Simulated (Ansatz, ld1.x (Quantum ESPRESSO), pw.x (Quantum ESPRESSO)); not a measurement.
**niobium (fcc): variants of one RRKJ potential in the solid**

ld1.x (Quantum ESPRESSO) 7.5 input, shortened:

```
&input
   title='Nb', zed=41., rel=1, dft='PBESOL', iswitch=3,
   config='[Kr] 4d4 5s1 5p0'
 /
 &inputp
   pseudotype=2, tm=.false., lloc=0,
   nlcc=.false.
 /
3
5P  2  1   0.00   0.00  3.95  3.95  0.0
4D  3  2   4.00   0.00  2.55  2.55  0.0
5S  1  0   1.00   0.00  2.45  2.45  0.0
 &test
   configts(1)='4d4 5s1 5p0'
 /
```

Crystal test: fcc Nb in pw.x 7.5, no spin, 14³ k-points, Fermi–Dirac smearing 0.01 Ry, cutoffs set for each file from its atomic test. The reference is all-electron LAPW (Ansatz 0.2.0) with the same functional, mesh and smearing; V0 and B0 come from Birch–Murnaghan fits to the pressures at five volumes. Errors are pseudo minus all-electron; Δ is the rms difference of the E(V) curves that follow from these fits, minima aligned, over ±6 % about the mean V0. Mesh and smearing are coarse, so the numbers serve the comparison and aren't converged zero-temperature values; the lattice is a test structure that the element need not adopt.

All-electron: a0 = 4.172 Å (V0 = 18.15 Å³/atom), B0 = 173.4 GPa.

Base: The largest radius (3.95 bohr) exceeds half the bond length (2.79 bohr), so the spheres overlap, which is one possible source of error among others. This is a poor potential for the solid.

2 further variants are left out: they gave no file fit for a test, a broken result, the same result as the base, or pressures whose basis-set error rivals the error shown.

A dash in a converged row means that the minimum lies outside the volumes sampled.

```csv
change,cutoffs (Ry),pw.x,a0 (Å),a0 error (%),B0 error (%),Δ (meV/atom),mean pressure error (GPa)
base,40/160,converged,4.237,+1.56,-5.9,31.7,+8.32
wave 5s (bound): rc 2.45 bohr becomes 5s (bound): rc 3.20 bohr,40/160,converged,–,–,–,–,+9.53
reference 4d2 5s0 5p0,40/160,converged,–,–,–,–,-20.33
```

**Question.** Give the row for: core correction a·sin(br)/r model core inside 1.40 bohr.

**Answer.** pw.x: converged; mean pressure error (GPa): +4.34; a0 (Å): 4.204; a0 error (%): +0.78; B0 error (%): +0.6; Δ (meV/atom): 16.4.
